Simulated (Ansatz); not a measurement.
Diamond-structure Si, relaxed in Ansatz (plane waves) with several semilocal functionals. Each gives its own volume and its own zone-centre TO phonon frequency:

```csv
level,V0 (Å³/atom),zone-centre TO phonon frequency (cm⁻¹),ln V0,ln ω_TO
LDA,19.704,513.1,2.9808,6.2405
r²SCAN+rVV10,20.074,520.1,2.9994,6.2540
PBE,20.461,502.6,3.0185,6.2198
revPBE,20.727,499.3,3.0314,6.2132
RPBE,20.821,498.1,3.0360,6.2108
BLYP,21.169,489.0,3.0525,6.1924
```

Task: Fit a straight line to ln ω_TO against ln V0. What does it predict for r²SCAN, whose volume is 20.170 Å³/atom?

Result: With x = ln V0 and y = ln ω_TO: means 3.01977 and 6.22178; Σ(Δx Δy) = -0.002623, Σ(Δx²) = 0.003405, so the slope is -0.770. At x = 3.0042 the line gives y = 6.22178 + (-0.770) × (3.0042 − 3.01977) = 6.2338, or 509.7 cm⁻¹. The run with r²SCAN gives 518.3 cm⁻¹, +1.7 % from the line. The rows used scatter about it by up to 1.7 %, while the largest value lies 6 % above the smallest.

Measured: 525 cm⁻¹ (measured, low temperature, zero-point motion not removed; as tabulated in Tanner et al. (2021), arXiv:2110.11888).

Ansatz's density-functional and Hartree–Fock values are scalar-relativistic unless marked +SOC, with PAW data made under PBE.

Ansatz is a first-principles code.
